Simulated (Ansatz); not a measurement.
A made-up structure of AlSi$_{2}$H$_{7}$, closed shell:

```
10
angstrom
Al -1.9443 0.6574 -0.8476
Si 0.4672 0.7577 -0.4458
Si 1.1087 -1.0189 0.9404
H -2.5183 -0.1869 -2.0640
H -2.9518 1.3851 0.1412
H 0.8741 2.0232 0.2325
H 1.5599 -1.9351 -0.0463
H 2.5698 -1.0072 1.2210
H 0.3783 -0.9409 2.2355
H 0.7618 -2.3154 0.2957
```

It is relaxed with PBE-D4/def2-SVP and then PBE0-D4/def2-TZVP (Ansatz 0.2.0). Atoms count as bonded within 1.22 times the sum of their covalent radii (H–H: 0.88 Å). The end point is not checked to be a true minimum.

Does its bonding change? (A judgement: the text doesn't fix the answer.)

The calculation gives: Yes. Formed: H7–H10; broken: Si3–H7, Si3–H10.

Where it ends: The first stage lowers the energy by 3.23 eV in 25 steps. It ends as a complex of AlSi₂H₅ ([AlH2][SiH][SiH2]) + H₂:
Al1  (-1.889, 0.891, -0.294)
Si2  (0.479, 0.824, -0.701)
Si3  (0.494, -0.299, 1.175)
H4  (-2.680, -0.483, -0.254)
H5  (-2.629, 2.293, -0.246)
H6  (1.241, 2.062, -0.330)
H7  (1.967, -2.770, -0.784)
H8  (1.339, -0.093, 2.384)
H9  (-0.268, -1.567, 1.324)
H10  (2.252, -3.439, -0.612)
(Å)

Labels in which every atom is bracketed show which atoms are joined, not bond orders.

For scale, one of the runs: PBE0-D4/def2-TZVP relaxation, 153 basis functions, launched by `ansatz run in.yaml --threads 2 --pin off --events-out ev --progress --plain --max-ram 4352MiB`. Hardware: 2 CPU threads of an Arm Neoverse V2, shared host. Wall time about 48 s.
